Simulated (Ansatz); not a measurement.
Basis-set extrapolation for C3H7FO, SMILES `CCOCF` (PBE0-D4/def2-TZVP geometry, frozen core, Ansatz). Multiplicity 1, RHF reference.

|  | def2-TZVPP | def2-QZVPP |
| --- | --- | --- |
| HF | -292.094907 | -292.108448 |
| MP2 correlation | -1.006082 | -1.082750 |
| CCSD(T) correlation | -1.079232 | not run |

Energies in hartree. Use E(X) = E(∞) + A·exp(−7.88·√X) for Hartree–Fock and E(X) = E(∞) + B·X^(−2.97) for correlation, with X = 3 and 4, and add CCSD(T) minus MP2 of the smaller set to the MP2 limit.

Question: What is the CCSD(T) energy at the basis-set limit?

Answer: HF limit: -292.108448 + (-0.013541) × 0.13774 = -292.11031. MP2 limit: -1.082750 + (-0.076668) × 0.74074 = -1.13954. Higher-order term: -1.079232 − (-1.006082) = -0.07315. Total: -293.32300 hartree, 4.05 eV below CCSD(T)/def2-TZVPP.
